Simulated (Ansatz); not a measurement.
**Relaxing Zr3Ga2**

The calculation used DFT r2SCAN, scalar-relativistic, plane waves, PAW (Ansatz 0.2.0).

The start is a database structure of Zr3Ga2, space group P4/mbm (No. 127).

The final relaxation ran on this input, with the default PAW datasets:

```yaml
crystal:
  lattice:
    - [7.349, 0.0, 0.0]
    - [0.0, 7.349, 0.0]
    - [0.0, 0.0, 3.692]
  atoms:
    - { symbol: Zr, position: [0.0, 0.0, 0.0] }
    - { symbol: Zr, position: [0.5, 0.5, 0.0] }
    - { symbol: Zr, position: [0.18, 0.68, 0.5] }
    - { symbol: Zr, position: [0.32, 0.18, 0.5] }
    - { symbol: Zr, position: [0.82, 0.32, 0.5] }
    - { symbol: Zr, position: [0.68, 0.82, 0.5] }
    - { symbol: Ga, position: [0.38, 0.88, 0.0] }
    - { symbol: Ga, position: [0.12, 0.38, 0.0] }
    - { symbol: Ga, position: [0.62, 0.12, 0.0] }
    - { symbol: Ga, position: [0.88, 0.62, 0.0] }
basis:
  ecutwfc: 500
kpoints:
  mp_grid: { grid: [6, 6, 10] }
hamiltonian:
  xc: r2scan
scf:
  occupations: { method: gaussian, width: 0.1 }
output:
  forces: true
  stress: true
  eigenvalues: true
  write_density: true
  write_potential: true
  elf: true
  volumetric_format: npy
relax:
  adjacent_minimum: "off"
  f_tol: 0.01
  max_steps: 80
  cell: { stress_tol: 0.05 }
```

Launched as:

```bash
ansatz run input.yaml --threads 4 --pin off --max-ram 10240MiB --backend cpu --events-out ev --progress --plain --runs-dir out
```

Time: 2.9 min on 4 threads of Intel(R) Xeon(R) 6975P-C (Granite Rapids) (shared host), peak memory 1.8 GiB.

The program printed at the end:

```
SCF converged after 4 iterations
Free energy (F): -40337.442585 eV
Harris-Foulkes:  -40337.442585 eV  (|F-HF|=1.32e-9)
Internal energy: -40337.388674 eV  (E = F + TS)
E sigma→0 (E₀):  -40337.415630 eV
Entropy (-TS):   -0.053911 eV (-5.391 meV/atom)
Fermi energy:    13.064100 eV
--- Per-component energies (eV) ---
  E_band       = -635.786052
  E_kinetic    = 2455.926452
  E_local      = -10952.410273  (includes V_loc(G=0)·N_el)
  E_nonlocal   = 2167.715456
  E_hartree    = 4635.351187
  E_xc         = -1188.891904
  E_vxc        = -1512.214900  (∫ρ·V_xc dr)
  E_paw        = -25822.815892  (= ΣΔE_a)
  E_vpaw       = -2153.408269  (= ΣTr[D̂ρ^β])
  E_aug_tail   = -0.000107  (compensation charges beyond the density's cutoff)
  E_vtau       = 87.902811  (kinetic-family band-sum trace: ∫τ·v_τ [+ j·A + Jᵃ·Aᵃ] dr)
  E_ewald      = -11628.662863
  E_core_change = -3.600729  (= ΣΔE_core)
  E_smearing   = -0.053911  (= −TS)
  E_closure    =  0.000000  (closes the sum)
  Σ components = -40337.442585   (vs F -40337.442585, Δ=0.00e0)
--- Forces (eV/Å), atoms counted from 1 ---
  atom   1  Zr     0.00000000     0.00000000     0.00000000
  atom   2  Zr     0.00000000     0.00000000     0.00000000
  atom   3  Zr    -0.00089829    -0.00089829     0.00000000
  atom   4  Zr     0.00089829    -0.00089829     0.00000000
  atom   5  Zr     0.00089829     0.00089829     0.00000000
  atom   6  Zr    -0.00089829     0.00089829     0.00000000
  atom   7  Ga     0.00064461     0.00064461     0.00000000
  atom   8  Ga    -0.00064461     0.00064461     0.00000000
  atom   9  Ga    -0.00064461    -0.00064461     0.00000000
  atom  10  Ga     0.00064461    -0.00064461     0.00000000
  max |Σ_I F_I| component: 3.47e-18 eV/Å
--- Stress (GPa, compression-positive) ---
        0.023948       0.000000       0.000000
        0.000000       0.023948       0.000000
        0.000000       0.000000       0.017585
  P = ⅓ Tr σ = 0.0218 GPa (0.218 kbar)
--- Relaxed structure (5 steps of the walk, 4 accepted, 1 SCFs on fresh bases) ---
  F+E_penalty+E_count = -40337.44258520 eV   max|allowed force component| = 8.983e-4 eV/Å   (the final SCF, on the basis selected at the relaxed cell)
  cell:  # Å, volume = 199.1438 Å³
    - [7.330189, 0.000000, 0.000000]
    - [0.000000, 7.330189, 0.000000]
    - [0.000000, 0.000000, 3.706264]
  atoms:
    - { symbol: Zr, position: [0.000000, 0.000000, 0.000000] }
    - { symbol: Zr, position: [0.5, 0.5, 0.000000] }
    - { symbol: Zr, position: [0.176659, 0.676659, 0.5] }
    - { symbol: Zr, position: [0.323341, 0.176659, 0.5] }
    - { symbol: Zr, position: [0.823341, 0.323341, 0.5] }
    - { symbol: Zr, position: [0.676659, 0.823341, 0.5] }
    - { symbol: Ga, position: [0.377322, 0.877322, 0.000000] }
    - { symbol: Ga, position: [0.122678, 0.377322, 0.000000] }
    - { symbol: Ga, position: [0.622678, 0.122678, 0.000000] }
    - { symbol: Ga, position: [0.877322, 0.622678, 0.000000] }
```

Total energies depend on the potentials used, so only differences within one code and one set of settings carry meaning.

The result has space group P4/mbm (No. 127). Around Zr on Wyckoff site a (2 atoms of the primitive cell) lie 4 Ga at 2.91 Å, 8 Zr at 3.28 Å and 2 Zr at 3.71 Å; Zr on Wyckoff site h (4 atoms of the primitive cell) has 6 Ga at 2.79–2.90 Å; around Ga lie 1 Ga at 2.54 Å and 8 Zr at 2.79–2.91 Å.

Against the elements it lies at -0.62 eV/atom. Formation energies are uncorrected and refer to the elements' standard structures at the same level.

For metals, differences of a few meV/atom aren't resolved.

A structure relaxed within its symmetry needn't be a true minimum.